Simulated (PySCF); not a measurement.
Computed NMR parameters against published values

Atoms are numbered as in `[CH2:1]=[CH:2][C:3](=[O:4])[F:5]`. Each H is labelled by its parent atom. Ha(C1) is cis to C3; Hb(C1) is trans to C3.

What is known from experiment: δ $^{1}$H Ha(C1) 6.60; Hb(C1) 6.25; H(C2) 6.14 ppm (measured; solution, not stated per compound (mostly CDCl3 or CCl4); Pretsch, Buehlmann, Badertscher, Structure Determination of Organic Compounds, 4th ed. (2009)).
δ $^{19}$F F5 24.0 ppm (measured; solution; E. Pretsch, P. Bühlmann, M. Badertscher, Structure Determination of Organic Compounds, 4th ed., Springer 2009). Coupling constants: $^{3}J$(H(C2),Hb(C1)) (cis) 10.7 Hz, $^{3}J$(H(C2),Ha(C1)) (trans) 17.3 Hz, $^{2}J$(Ha(C1),Hb(C1)) 0.8 Hz.

Computed data (PySCF): coordinates at the PBE0-D3(BJ)/def2-SVP level, GIAO KT3/pcSseg-2 shieldings, couplings computed with B3LYP/pcJ-1. Gas phase, a single conformation, non-relativistic Hamiltonian.

Question: Set the calculated values beside the experiment.

Answer: 
Reference values: measured (solution, not stated per compound (mostly CDCl3 or CCl4); Pretsch, Buehlmann, Badertscher, Structure Determination of Organic Compounds, 4th ed. (2009)).
```tsv
atoms	quantity	reference	computed
Ha(C1)	δ $^{1}$H	6.60	6.89
Hb(C1)	δ $^{1}$H	6.25	6.10
H(C2)	δ $^{1}$H	6.14	6.15
```

Reference values: measured (solution; E. Pretsch, P. Bühlmann, M. Badertscher, Structure Determination of Organic Compounds, 4th ed., Springer 2009).
```tsv
atoms	quantity	reference	computed	computed, scaled
F5	δ $^{19}$F vs CFCl3	24.0	16.7	31.3
```

Computed shifts are σ(ref) − σ with the named reference compound (TMS for H and C) calculated as an isolated molecule at the same level. The measured values may be among those fitted. Shieldings were converted by a linear fit to measured shifts: $^{19}$F: δ = 151.54 − 0.923σ (rms 8.9 ppm, 17 shifts vs CFCl3, solution or neat liquid). A few per cent of atoms miss by over 2 rms, more outside the fitted compound classes.

Coupling constants in Hz:
| coupling | reference | computed | source |
| --- | --- | --- | --- |
| $^{3}J$(H(C2),Hb(C1)) cis | 10.7 | 11.4 | measured; solution (compiled); Pretsch, Buehlmann, Badertscher, Structure Determination of Organic Compounds, 4th ed., Springer 2009 |
| $^{3}J$(H(C2),Ha(C1)) trans | 17.3 | 19.0 | measured; solution (compiled); Pretsch, Buehlmann, Badertscher, Structure Determination of Organic Compounds, 4th ed., Springer 2009 |
| $^{2}J$(Ha(C1),Hb(C1)) | 0.8 | 2.2 | measured; solution (compiled); Pretsch, Buehlmann, Badertscher, Structure Determination of Organic Compounds, 4th ed., Springer 2009 |

Question: How far are the unscaled $^{1}$H shifts from the references?

Answer: Mean signed difference +0.05 ppm, mean absolute 0.15 ppm over 3 comparisons; the largest is +0.29 ppm at Ha(C1) (hydrogen on a β carbon of a C=C–C=O unit).

Unscaled 3J(H,H) at this level run about 10 % above measured values.
